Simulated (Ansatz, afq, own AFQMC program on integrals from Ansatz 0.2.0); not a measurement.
## CHAl, triplet: AFQMC among the cluster methods

| atom | x (Å) | y (Å) | z (Å) |
| --- | --- | --- | --- |
| Al | 0.0000 | 0.0000 | 0.8617 |
| C | 0.0000 | 0.0000 | -3.3243 |
| H | 0.0000 | 0.0000 | 2.4626 |

Connectivity, by distances: AlH ··· C.

Basis 6-31G. Noble-gas cores (and the filled d shells of Ga–Kr and In–Xe) are frozen. AFQMC by an in-house program on the Cholesky factors that Ansatz 0.2.0 writes for its CCSD(T) run. ph-AFQMC/CISD is guided by a CISD state made of CCSD amplitudes; releasing the constraint for a short imaginary time cuts its bias at the price of noise, slowly where states lie close. Uncertainties: one standard error, sampling alone.

Determinant: ROHF, the one that the program's search chose, which needn't be the lowest solution. The geometry is a point of a scan.

Full CI on the same integrals is exact in this basis and with this determinant's frozen core.

Cautions: lower spins were not checked; the released energies are still falling, so no released level is given (meV from the phaseless value at times in 1/Eh: -2.7 ± 0.8 at 0.24, -3.7 ± 1.2 at 0.51, -6.9 ± 1.2 at 0.99, -8.5 ± 1.3 at 1.62, -9.9 ± 0.9 at 2.40), though the last usable value meets full CI within the noise.

* T1 diagnostic: 0.0134
* weight of the determinant in the CISD state: 0.907
* size of the correlated space: 8 electrons in 18 orbitals

```json
{"level": "MP2", "correlation energy (eV)": "-1.4515"}
{"level": "CCSD", "correlation energy (eV)": "-2.2805"}
{"level": "CCSD(T)", "correlation energy (eV)": "-2.2992"}
```

(1) Estimate where phaseless AFQMC with a CISD trial lies against CCSD(T) on the same integrals.

(1) 0.3 ± 1.0 meV above CCSD(T). The gap is under twice the noise, so this walk alone can't tell the two apart.

Reference: full CI, correlation energy -2.309 eV.

| level | E − E(reference) (meV) | share of correlation (%) |
| --- | --- | --- |
| CCSD(T) | 9.9 | 99.57 |
| CCSDT | 1.8 | 99.92 |
| CCSDT(Q) | 0.6 | 99.97 |
| CCSDTQ | 0.0 | 100.00 |
| ph-AFQMC/CISD | 10.3 ± 1.0 | 99.56 |

CCSDT and higher add their correlation energy to the determinant of the CCSD(T) run, since their own runs factorise the integrals more tightly (a shift of under 2 meV). A walk keeps the symmetry of its determinant, which the program's search chose and which needn't be the lowest solution, so a lower state of the same spin and another symmetry isn't excluded.
